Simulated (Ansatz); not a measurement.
# P₂HF (singlet): the correlation ladder at a displaced geometry (v1), cc-pVDZ

The task here is to estimate one member of a computed series from the others.

The runs use Ansatz 0.2.0, Gaussian basis; cc-pVDZ, core rule «outside noble gas», up to 11 orbitals frozen.

To be run: UHF; CCSD(T) on RHF; CCSD(T) on UHF; BCCD(T) on RHF; CISD; CCSDT(Q) on RHF.

16 further runs of the same task are left out: 6 for a known fault of the program, 4 that didn't finish, 6 set aside as unsound or not needed.

### What is computed

The geometry is a PBE0/def2-TZVP stationary point (not a proven minimum) with its atoms shifted at random (size 0.040 Å).

4 atoms, charge 0, spin multiplicity 1.

Atoms are counted from 1 here; the program's logs count them from 0.

Bond lengths: F1–P2 1.586 Å, P2–P3 1.918 Å, P2–H4 1.398 Å. Angles: F1–P2–P3 133.8°, F1–P2–H4 95.9°, P3–P2–H4 130.2°.

Set-up of the first run:

Contents of in.yaml:

```yaml
crystal:
  periodic: [false, false, false]
  atoms:
    - {symbol: F, position_ang: [-0.016813, -0.472622, 1.731198]}
    - {symbol: P, position_ang: [-0.017647, 0.359019, 0.381102]}
    - {symbol: P, position_ang: [0.030317, -0.121781, -1.475080]}
    - {symbol: H, position_ang: [-0.072459, 1.618091, 0.986764]}
basis:
  gaussian: {orbitals: cc-pVDZ}
magnetization: {spin_polarized: true, initial_magnetization: 0}
hamiltonian: {xc: hf}
output: {orbitals: {seedname: orbitals}}
```

Launch:

```sh
$ ansatz run in.yaml --threads 1 --pin off --events-out ev --progress --plain --max-ram 2393MiB
```

Steps of the session up to this table: UHF; CCSD(T) on RHF; CCSD(T) on UHF; BCCD(T) on RHF; CISD; CCSDT(Q) on RHF.

One table of the session follows, with a row left open; its other results are not shown here.

| method | from RCCSDT(Q) (kcal/mol) |
| --- | --- |
| RHF | +291.71 |
| UHF | +291.44 |
| RMP2 | +27.83 |
| CISD | ? |
| RCCSD | +11.85 |
| RCCSD(T) | +1.78 |
| BCCD(T) | +1.64 |
| RCCSDT | +1.15 |
| RCCSDT(Q) | 0 |

Q: Estimate the row for CISD from the others.

The run gave: from RCCSDT(Q) (kcal/mol): +46.09. In the column «from RCCSDT(Q) (kcal/mol)» it lies between RMP2 (+27.83) and UHF (+291.44).

Not comparable, so not listed: CCSD(T) on UHF (they don't share determinant, frozen orbitals or solution with the rows shown, or repeat one).

Caveats from the session: Warnings: restricted reference is unstable; spin contamination; large T1 diagnostic.
